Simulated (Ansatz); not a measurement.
Wurtzite CdS: PBE at its full settings (plane-wave cutoff 520 eV, 12×12×6 k mesh (along the axes of the cell as run), Fermi–Dirac smearing 0.01 eV, scalar-relativistic PAW data made under PBE) and at cheaper ones, in a cell of 4 atoms with Γ-centred meshes.

| level and setting | equilibrium lattice constant a (Å) | c axis length (Å) | bulk modulus (GPa) |
|---|---|---|---|
| PBE (Ansatz) | 4.196 | 6.830 | 53.2 |
| PBE (300 eV cutoff) (Ansatz) | 4.198 | 6.829 | 53.4 |
| PBE (Γ point alone) (Ansatz) | 5.790 | 6.850 | 4.6 |
| PBE (2×2×2 k mesh) (Ansatz) | 4.301 | 6.694 | 48.8 |
| PBE (4×4×4 k mesh) (Ansatz) | 4.202 | 6.821 | 53.2 |
| PBE (6×6×6 k mesh) (Ansatz) | 4.196 | 6.829 | 53.3 |
| PBE (Fermi-Dirac smearing of 0.3 eV) (Ansatz) | 4.197 | 6.832 | 52.7 |

Largest shifts from the full settings: lattice constant a +38 % (PBE (Γ point alone)), against a difference of +1.45 % of the full result from the reference 4.136 Å (measured, temperature not stated, no zero-point or thermal correction; as tabulated in Biswas et al. (2022), arXiv:2106.08875); lattice parameter c -1.99 % (PBE (2×2×2 k mesh)), against a difference of +1.73 % of the full result from the reference 6.714 Å (measured, temperature not stated, not corrected to a static lattice; as tabulated in Biswas et al. (2022), arXiv:2106.08875); bulk modulus -91 % (PBE (Γ point alone)), against a difference of -12.4 % of the full result from the reference 60.7 GPa (measured, temperature not stated, not corrected to a static lattice, sources range from 60.7 to 65.0; as tabulated in Toher et al. (2017), arXiv:1611.05714).

Ansatz's density-functional and Hartree–Fock values are scalar-relativistic unless marked +SOC, with PAW data made under PBE.

Run with cheap settings on purpose, which may leave them unconverged: PBE (2×2×2 k mesh), PBE (300 eV cutoff), PBE (4×4×4 k mesh), PBE (6×6×6 k mesh), PBE (Fermi-Dirac smearing of 0.3 eV), PBE (Γ point alone).

Ansatz is a quantum-chemistry and plane-wave program.
